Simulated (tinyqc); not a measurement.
Inside a calculation. Method: extended Hueckel theory, for CH3+. The parameters take no account of the charge, which enters only through the electron count. One step of it, computed by the program tinyqc.

Question. Wolfsberg-Helmholz matrix. H_ij = K' S_ij (H_ii + H_jj)/2 for i != j (the diagonal keeps H_ii), with K' = 1.75.

overlap S, order 1C 2s, 1C 2px, 1C 2py, 1C 2pz, 2H 1s, 3H 1s, 4H 1s:
$$\begin{pmatrix}
1.000000 & 0.000000 & 0.000000 & 0.000000 & 0.497114 & 0.496907 & 0.496907 \\
0.000000 & 1.000000 & 0.000000 & 0.000000 & 0.492729 & -0.246219 & -0.246219 \\
0.000000 & 0.000000 & 1.000000 & 0.000000 & 0.000000 & 0.426658 & -0.426658 \\
0.000000 & 0.000000 & 0.000000 & 1.000000 & -0.039766 & -0.039742 & -0.039742 \\
0.497114 & 0.492729 & 0.000000 & -0.039766 & 1.000000 & 0.128268 & 0.128268 \\
0.496907 & -0.246219 & 0.426658 & -0.039742 & 0.128268 & 1.000000 & 0.128132 \\
0.496907 & -0.246219 & -0.426658 & -0.039742 & 0.128268 & 0.128132 & 1.000000
\end{pmatrix}$$

diagonal H_ii (eV): 1C 2s -21.400000, 1C 2px -11.400000, 1C 2py -11.400000, 1C 2pz -11.400000, 2H 1s -13.600000, 3H 1s -13.600000, 4H 1s -13.600000

K = 1.750000

Give: H.

Answer.

H (eV), order 1C 2s, 1C 2px, 1C 2py, 1C 2pz, 2H 1s, 3H 1s, 4H 1s:
$$\begin{pmatrix}
-21.400 & 0.000 & 0.000 & 0.000 & -15.224 & -15.218 & -15.218 \\
0.000 & -11.400 & 0.000 & 0.000 & -10.778 & 5.386 & 5.386 \\
0.000 & 0.000 & -11.400 & 0.000 & 0.000 & -9.333 & 9.333 \\
0.000 & 0.000 & 0.000 & -11.400 & 0.870 & 0.869 & 0.869 \\
-15.224 & -10.778 & 0.000 & 0.870 & -13.600 & -3.053 & -3.053 \\
-15.218 & 5.386 & -9.333 & 0.869 & -3.053 & -13.600 & -3.050 \\
-15.218 & 5.386 & 9.333 & 0.869 & -3.053 & -3.050 & -13.600
\end{pmatrix}$$
